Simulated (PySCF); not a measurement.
Potential energy curve for LiH, singlet.

- RKS-PBE = PySCF 2.14.0 with restricted PBE/cc-pVTZ
- RHF/cc-pVTZ (PySCF)
- RHF/LANL2DZ = PySCF with restricted Hartree-Fock/LANL2DZ

Total energies in hartree (comparable only within one method and basis):

```tsv
R / Å	RKS-PBE	RHF	RHF/LANL2DZ
1.21	-8.01623	-7.95515	-7.94522
1.28	-8.02755	-7.96718	-7.95836
1.34	-8.03451	-7.97463	-7.96664
1.46	-8.04272	-7.98350	-7.97686
1.52	-8.04464	-7.98561	-7.97952
1.53	-8.04485	-7.98585	-7.97983
1.60	-8.04554	-7.98665	-7.98113
1.64	-8.04540	-7.98653	-7.98125
1.69	-8.04479	-7.98590	-7.98086
1.75	-8.04353	-7.98455	-7.97974
1.84	-8.04076	-7.98155	-7.97696
1.99	-8.03459	-7.97473	-7.97025
2.12	-8.02831	-7.96769	-7.96309
2.42	-8.01278	-7.94983	-7.94440
2.65	-8.00118	-7.93603	-7.92960
2.87	-7.99096	-7.92340	-7.91583
3.17	-7.97871	-7.90746	-7.89814
3.52	-7.96693	-7.89090	-7.87942
3.96	-7.95551	-7.87310	-7.85884
4.34	-7.94814	-7.86012	-7.84344
4.72	-7.94255	-7.84903	-7.82998
5.60	-7.93441	-7.82924	-7.80539
6.36	-7.93072	-7.81732	-7.79083
```

At the longest distance RKS-PBE leaves fractional charges on the fragments, a sign of delocalisation error or of the restricted form. The restricted form behind RKS-PBE, RHF, RHF/LANL2DZ keeps the bonding electrons paired and can't separate into open-shell fragments.
